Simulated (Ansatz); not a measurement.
These are Ansatz (a first-principles code) with PBE0-D4/def2-TZVP values and carry that method's errors. No frequencies were computed at this level.

Ansatz 0.2 input:
```yaml
crystal:
  periodic: [false, false, false]
  atoms:
    - { symbol: C, position_ang: [0.853775, 0.008473, 0.042173] }
    - { symbol: C, position_ang: [-0.612783, 0.000516, -0.069473] }
    - { symbol: H, position_ang: [1.39002, -0.911108, 0.1762] }
    - { symbol: H, position_ang: [1.396369, 0.930496, 0.110769] }
    - { symbol: H, position_ang: [-0.985462, 0.940407, -0.472207] }
    - { symbol: H, position_ang: [-0.955565, -0.822962, -0.698969] }
    - { symbol: H, position_ang: [-1.086354, -0.145822, 0.911507] }
basis:
  gaussian: { orbitals: def2-tzvp }
hamiltonian:
  xc: pbe0
  dispersion: d4
relax:
  max_steps: 150
magnetization:
  spin_polarized: true
  initial_magnetization: 1
```

Output:

```
Functional definition: PBE0
580 factors; their error is unknown
mean field evaluation 1: about -2146.6006 eV, gradient 3.4e1 eV
mean field evaluation 2: about -2145.5103 eV, gradient 3.6e1 eV
mean field evaluation 4: about -2151.9426 eV, gradient 3.7e-1 eV
mean field evaluation 8: about -2151.9331 eV, gradient 4.5e-2 eV
mean field evaluation 16: about -2151.9331 eV, gradient 8.2e-6 eV
mean field -2151.93307562 eV, -79.0820818964 hartree, gradient 8.2e-6 eV, S^2 0.754921; 0 other end points of the search recorded, 0 dependent functions left out
reference -2151.93309991 eV, -79.0820827889 hartree; 9, 8 occupied and 83, 84 virtual orbitals, 580 factors
relax step   1: F+E_penalty+E_count = -2151.98357699 eV  Δ(F+E_penalty+E_count) = +0.000e0 eV  max|allowed force component| = 2.854e-1 eV/Å  Δτ_max = 0.0000 Å  (28 SCF iters, accepted)
these checks for a lower state are left out or cut short: starts, cluster_reference, orbital_swaps, neighbouring_geometries, increment
580 factors; their error is unknown
mean field -2151.94015269 eV, -79.0823419740 hartree, gradient 1.5e-5 eV, S^2 0.754998; 0 other end points of the search recorded, 0 dependent functions left out
reference -2151.94017701 eV, -79.0823428678 hartree; 9, 8 occupied and 83, 84 virtual orbitals, 580 factors
relax step   2: F+E_penalty+E_count = -2151.99062302 eV  Δ(F+E_penalty+E_count) = -7.046e-3 eV  max|allowed force component| = 6.993e-2 eV/Å  Δτ_max = 0.0150 Å  (32 SCF iters, accepted)
these checks for a lower state are left out or cut short: starts, cluster_reference, orbital_swaps, neighbouring_geometries, increment
580 factors; their error is unknown
mean field -2151.94072789 eV, -79.0823631122 hartree, gradient 1.5e-5 eV, S^2 0.755020; 0 other end points of the search recorded, 0 dependent functions left out
reference -2151.94075223 eV, -79.0823640066 hartree; 9, 8 occupied and 83, 84 virtual orbitals, 580 factors
relax step   3: F+E_penalty+E_count = -2151.99118865 eV  Δ(F+E_penalty+E_count) = -5.656e-4 eV  max|allowed force component| = 1.374e-2 eV/Å  Δτ_max = 0.0067 Å  (31 SCF iters, accepted)
these checks for a lower state are left out or cut short: starts, cluster_reference, orbital_swaps, neighbouring_geometries, increment
580 factors; their error is unknown
mean field evaluation 32: about -2151.9513 eV, gradient 6.6e-3 eV
mean field -2151.94100349 eV, -79.0823732402 hartree, gradient 1.6e-5 eV, S^2 0.755014; 0 other end points of the search recorded, 0 dependent functions left out
reference -2151.94102785 eV, -79.0823741356 hartree; 9, 8 occupied and 83, 84 virtual orbitals, 580 factors
relax step   4: F+E_penalty+E_count = -2151.99146455 eV  Δ(F+E_penalty+E_count) = -2.759e-4 eV  max|allowed force component| = 4.187e-3 eV/Å  Δτ_max = 0.0288 Å  (29 SCF iters, accepted)
these checks for a lower state are left out or cut short: starts, cluster_reference, orbital_swaps, neighbouring_geometries, increment
580 factors; their error is unknown
mean field -2151.94060131 eV, -79.0823584604 hartree, gradient 1.0e-5 eV, S^2 0.755040; 0 other end points of the search recorded, 0 dependent functions left out
reference -2151.94062591 eV, -79.0823593644 hartree; 9, 8 occupied and 83, 84 virtual orbitals, 580 factors
relax step   5: F+E_penalty+E_count = -2151.99106597 eV  Δ(F+E_penalty+E_count) = +3.986e-4 eV  max|allowed force component| = 1.347e-1 eV/Å  Δτ_max = 0.0899 Å  (29 SCF iters, rejected (line search))
these checks for a lower state are left out or cut short: starts, cluster_reference, orbital_swaps, neighbouring_geometries, increment
580 factors; their error is unknown
mean field -2151.94120520 eV, -79.0823806528 hartree, gradient 1.9e-5 eV, S^2 0.755022; 0 other end points of the search recorded, 0 dependent functions left out
reference -2151.94122964 eV, -79.0823815512 hartree; 9, 8 occupied and 83, 84 virtual orbitals, 580 factors
relax step   6: F+E_penalty+E_count = -2151.99166754 eV  Δ(F+E_penalty+E_count) = -2.030e-4 eV  max|allowed force component| = 2.946e-2 eV/Å  Δτ_max = 0.0439 Å  (30 SCF iters, accepted)
these checks for a lower state are left out or cut short: starts, cluster_reference, orbital_swaps, neighbouring_geometries, increment
580 factors; their error is unknown
mean field -2151.94117826 eV, -79.0823796628 hartree, gradient 1.5e-5 eV, S^2 0.755002; 0 other end points of the search recorded, 0 dependent functions left out
reference -2151.94120277 eV, -79.0823805638 hartree; 9, 8 occupied and 83, 84 virtual orbitals, 580 factors
relax step   7: F+E_penalty+E_count = -2151.99164225 eV  Δ(F+E_penalty+E_count) = +2.530e-5 eV  max|allowed force component| = 3.118e-2 eV/Å  Δτ_max = 0.0209 Å  (31 SCF iters, rejected (line search))
these checks for a lower state are left out or cut short: starts, cluster_reference, orbital_swaps, neighbouring_geometries, increment
580 factors; their error is unknown
mean field evaluation 64: about -2151.9413 eV, gradient 1.5e-5 eV
mean field -2151.94127242 eV, -79.0823831231 hartree, gradient 1.5e-5 eV, S^2 0.755012; 0 other end points of the search recorded, 0 dependent functions left out
reference -2151.94129689 eV, -79.0823840224 hartree; 9, 8 occupied and 83, 84 virtual orbitals, 580 factors
relax step   8: F+E_penalty+E_count = -2151.99173436 eV  Δ(F+E_penalty+E_count) = -6.682e-5 eV  max|allowed force component| = 9.372e-3 eV/Å  Δτ_max = 0.0103 Å  (31 SCF iters, accepted)
580 factors; their error is unknown
mean field -2151.94127242 eV, -79.0823831231 hartree, gradient 6.3e-5 eV, S^2 0.755012; 1 other end points of the search recorded, 0 dependent functions left out
reference -2151.94129689 eV, -79.0823840224 hartree; 9, 8 occupied and 83, 84 virtual orbitals, 580 factors
Total energy: -2151.99175883 eV, -79.0842384647 hartree
Atom 0 at     0.860126     0.007976     0.039352 Å, force     0.006442     0.004634     0.002229 eV/Å
Atom 1 at    -0.614635    -0.002602    -0.068939 Å, force     0.000672    -0.002416     0.001545 eV/Å
Atom 2 at     1.420866    -0.916636     0.093084 Å, force    -0.003482     0.004674    -0.000863 eV/Å
Atom 3 at     1.400651     0.932063     0.201456 Å, force    -0.005777    -0.009372    -0.001161 eV/Å
Atom 4 at    -0.996330     0.916146    -0.521641 Å, force    -0.000564    -0.000742    -0.000182 eV/Å
Atom 5 at    -0.973370    -0.849296    -0.660510 Å, force     0.000902     0.001838     0.000463 eV/Å
Atom 6 at    -1.097308    -0.087651     0.917198 Å, force     0.001807     0.001386    -0.002032 eV/Å
Dipole moment:    -0.059568    -0.002259     0.021750 e Å
```

Cost: around 30 core-seconds (rough).
